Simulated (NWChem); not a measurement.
methanol (CH4O); SMILES CO

```xyz
6

C     -0.0103    -0.6495     0.0000
O     -0.0878     0.7457     0.0000
H      0.4975    -1.0609    -0.8949
H     -1.0381    -1.0424     0.0000
H      0.4975    -1.0609     0.8949
H      0.8077     1.0959     0.0000
```
Atoms are numbered in this order, from 1.

Program: NWChem. Pople sets run with spherical d functions. Coordinates come from a PBE0/def2-SVP optimisation. Total energies compare along this basis series because the functional is fixed.

```json
[
 {"level": "B3LYP/STO-3G", "basis functions": "14", "energy (Ha)": "-114.1705", "highest occupied level (eV)": "-3.90", "orbital gap (eV)": "13.10", "dipole (D)": "1.35"},
 {"level": "B3LYP/3-21G", "basis functions": "26", "energy (Ha)": "-115.0705", "highest occupied level (eV)": "-6.70", "orbital gap (eV)": "9.55", "dipole (D)": "1.76"},
 {"level": "B3LYP/6-31G*", "basis functions": "36", "energy (Ha)": "-115.7118", "highest occupied level (eV)": "-7.20", "orbital gap (eV)": "9.33", "dipole (D)": "1.64"},
 {"level": "B3LYP/6-31+G*", "basis functions": "44", "energy (Ha)": "-115.7228", "highest occupied level (eV)": "-7.68", "orbital gap (eV)": "7.69", "dipole (D)": "1.88"},
 {"level": "B3LYP/def2-SVP", "basis functions": "48", "energy (Ha)": "-115.6318", "highest occupied level (eV)": "-7.28", "orbital gap (eV)": "8.71", "dipole (D)": "1.60"},
 {"level": "B3LYP/def2-SVPD", "basis functions": "75", "energy (Ha)": "-115.6490", "highest occupied level (eV)": "-7.78", "orbital gap (eV)": "8.00", "dipole (D)": "1.66"},
 {"level": "B3LYP/def2-TZVP", "basis functions": "86", "energy (Ha)": "-115.7751", "highest occupied level (eV)": "-7.65", "orbital gap (eV)": "8.33", "dipole (D)": "1.65"},
 {"level": "B3LYP/6-311++G**", "basis functions": "72", "energy (Ha)": "-115.7644", "highest occupied level (eV)": "-7.73", "orbital gap (eV)": "7.36", "dipole (D)": "1.83"},
 {"level": "B3LYP/aug-cc-pVTZ", "basis functions": "184", "energy (Ha)": "-115.7760", "highest occupied level (eV)": "-7.75", "orbital gap (eV)": "7.33", "dipole (D)": "1.60"}
]
```
